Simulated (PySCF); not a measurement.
A structure optimised at B3LYP-D3(BJ)/def2-TZVPD, used in a PySCF frequency run:

```
C
N 1 1.1461
H 1 1.0668 2 180.00
```

Write its SMILES, formula and point group.

C#N, CHN, C∞v

What are its rotational constants (standard atomic weights)?

44.945 GHz (linear rotor, B only)
